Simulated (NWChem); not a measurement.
**Lowest excitation of hydrogen peroxide (H2O2)**

SMILES: OO
```xyz
4

O     -0.2942     0.6453    -0.0547
O      0.2942    -0.6453    -0.0547
H      0.3673     1.1503     0.4376
H     -0.3673    -1.1503     0.4376
```
Charge 0, spin multiplicity 1.

The numbers come from NWChem runs, not from measurements. All single points use one geometry, from PBE0/def2-SVP, a minimum by its harmonic frequencies. It is one conformer; others weren't searched.

Basis set: def2-SVPD.

The correlated methods keep 2 core orbitals frozen. B3LYP has NWChem's definition, with VWN1-RPA local correlation. No row is a measurement; the coupled-cluster row has its own basis-set and correlation limits.

Problem. For the lowest vertical singlet excitation energy, CIS gives 7.30 eV and TD-PBE gives 5.83 eV. What do TDA-BHandHLYP, TD-B3LYP, EOM-CCSD give?

Solution. TDA-BHandHLYP: 6.66 eV; TD-B3LYP: 6.15 eV; EOM-CCSD: 6.56 eV.
